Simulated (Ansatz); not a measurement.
# CH5AlN: the cost of one run

Method: RHF/def2-SVP, in Ansatz 0.2.0.

## Step 1: The starting structure

Bond lengths: C1–N2 1.271 Å, N2–Al3 1.969 Å, C1–H4 1.090 Å, C1–H5 1.095 Å, N2–H6 1.028 Å, Al3–H7 1.523 Å, Al3–H8 1.524 Å. Angles: C1–N2–Al3 117.7°, C1–N2–H6 116.8°, Al3–N2–H6 125.4°, N2–C1–H4 123.3°, N2–C1–H5 118.6°, H4–C1–H5 118.0°, N2–Al3–H7 118.4°, N2–Al3–H8 109.2°, H7–Al3–H8 132.4°.

As a file:

```xyz
8

C    -0.6344    0.9052   -0.7031
N    -0.3980    0.3868    0.4329
Al    0.8560   -1.1294    0.5050
H    -1.3122    1.7466   -0.8483
H    -0.1343    0.4891   -1.5837
H    -0.8819    0.7989    1.2410
H     1.1513   -1.7625    1.8588
H     1.3535   -1.4347   -0.9027
```

## Step 2: End point A

input.yaml

```yaml
crystal:
  periodic: [false, false, false]
  atoms:
    - { symbol: C, position_ang: [-0.63436, 0.90519, -0.70307] }
    - { symbol: "N", position_ang: [-0.39801, 0.38679, 0.4329] }
    - { symbol: Al, position_ang: [0.85597, -1.12935, 0.505] }
    - { symbol: H, position_ang: [-1.31221, 1.74655, -0.84826] }
    - { symbol: H, position_ang: [-0.13435, 0.48908, -1.58373] }
    - { symbol: H, position_ang: [-0.88189, 0.79889, 1.24101] }
    - { symbol: H, position_ang: [1.15133, -1.76246, 1.85883] }
    - { symbol: H, position_ang: [1.35351, -1.4347, -0.90268] }
total_charge: 1
basis:
  gaussian: { orbitals: def2-SVP }
hamiltonian:
  xc: hf
relax:
  f_tol: 0.02
  max_steps: 50
output:
  orbitals: {}
```

On the command line:

```bash
$ ansatz run input.yaml --threads 1 --pin off --max-ram 2048MiB --backend cpu --events-out ev --progress --plain --runs-dir out
```

Q: Estimate wall time and peak memory on 1 thread of AMD EPYC 9R45 (Zen 5), shared host.

About 3.3 s, with a peak of 0.15 GiB.
